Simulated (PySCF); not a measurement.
Geometry:
```json
{"atom": "C1", "x (Å)": "-1.995", "y (Å)": "-0.054", "z (Å)": "0.118"}
{"atom": "C2", "x (Å)": "-0.716", "y (Å)": "0.715", "z (Å)": "-0.172"}
{"atom": "C3", "x (Å)": "0.442", "y (Å)": "-0.186", "z (Å)": "-0.503"}
{"atom": "C4", "x (Å)": "1.246", "y (Å)": "-0.798", "z (Å)": "0.601"}
{"atom": "C5", "x (Å)": "1.847", "y (Å)": "0.268", "z (Å)": "-0.267"}
{"atom": "H6", "x (Å)": "-2.821", "y (Å)": "0.618", "z (Å)": "0.362"}
{"atom": "H7", "x (Å)": "-2.296", "y (Å)": "-0.653", "z (Å)": "-0.745"}
{"atom": "H8", "x (Å)": "-1.856", "y (Å)": "-0.737", "z (Å)": "0.960"}
{"atom": "H9", "x (Å)": "-0.883", "y (Å)": "1.415", "z (Å)": "-0.998"}
{"atom": "H10", "x (Å)": "-0.447", "y (Å)": "1.327", "z (Å)": "0.697"}
{"atom": "H11", "x (Å)": "0.288", "y (Å)": "-0.814", "z (Å)": "-1.377"}
{"atom": "H12", "x (Å)": "1.603", "y (Å)": "-1.814", "z (Å)": "0.487"}
{"atom": "H13", "x (Å)": "0.983", "y (Å)": "-0.530", "z (Å)": "1.618"}
{"atom": "H14", "x (Å)": "2.612", "y (Å)": "-0.021", "z (Å)": "-0.977"}
{"atom": "H15", "x (Å)": "1.988", "y (Å)": "1.251", "z (Å)": "0.168"}
```

Geometry: PBE0-D3(BJ)/def2-TZVP; GIAO absolute shieldings from PySCF 2.14, gas phase, non-relativistic, averaged over equivalent atoms.

At B97-2/pcSseg-2 (320 basis functions, 40 s wall time on 1 thread of an Arm Neoverse V1, shared host):
| atoms | σ (ppm) |
| --- | --- |
| C2 | 151.8 |
| C1 | 168.7 |
| C3 | 169.4 |
| C4/C5 | 178.9 |
| H9/H10 | 30.44 |
| H6/H7/H8 | 30.60 |
| H11 | 31.10 |
| H12/H14 | 31.26 |
| H13/H15 | 31.70 |

**Question.** Predict the values at wB97X-D/pcSseg-2 on the same geometry.

**Answer.** 
```
   atoms  σ at wB97X-D/pcSseg-2  change
      C2                  153.5    +1.7
      C1                  169.8    +1.1
      C3                  170.1    +0.7
   C4/C5                  179.7    +0.8
  H9/H10                  30.48   +0.04
H6/H7/H8                  30.61   +0.01
     H11                  31.10   +0.00
 H12/H14                  31.25   -0.01
 H13/H15                  31.67   -0.03
```

The largest change is at C2 (sp3 CH2). Cost: 320 basis functions, 51 s wall time on 1 thread of an Arm Neoverse V1, shared host. The order of the carbon signals is the same at both levels.
